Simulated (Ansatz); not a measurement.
Start from `C#CCC#N` and change one atom or group to get `C=CCC#N`.

Ansatz, PBE0-D4/def2-TZVP geometries, multiplicity 1. Each molecule was computed in one conformer, which needn't be the lowest.

```csv
property,`C#CCC#N`
LUMO energy (PBE/def2-TZVPP) / eV,-0.95
size of the dipole moment (ωB97M-V/def2-TZVPP) / D,3.70
HOMO–LUMO gap (ωB97M-V/def2-TZVPP) / eV,12.83
HOMO energy (PBE/def2-TZVPP) / eV,-7.28
HOMO energy (ωB97M-V/def2-TZVPP) / eV,-10.81
size of the dipole moment (B3LYP/def2-TZVPP) / D,3.70
```

(1) What does the change do to each property? (An estimate is asked.)

Answers

(1) Ansatz gave: 
```
                                          property  `C=CCC#N`  shift
                 LUMO energy (PBE/def2-TZVPP) / eV      -1.26  -0.31
size of the dipole moment (ωB97M-V/def2-TZVPP) / D       3.88   0.18
           HOMO–LUMO gap (ωB97M-V/def2-TZVPP) / eV      12.33  -0.50
                 HOMO energy (PBE/def2-TZVPP) / eV      -6.97   0.31
             HOMO energy (ωB97M-V/def2-TZVPP) / eV     -10.39   0.42
  size of the dipole moment (B3LYP/def2-TZVPP) / D       3.89   0.19
```

With PBE0 the HOMO rises by 0.42 eV and the LUMO falls by 0.30 eV, so the gap narrows by about 0.72 eV. PBE moves the HOMO by 0.31 eV and ωB97M-V by 0.42 eV. Dipoles are sizes alone; their direction can turn.

B3LYP here is the variant with VWN-RPA as its local correlation; programs differ in this.
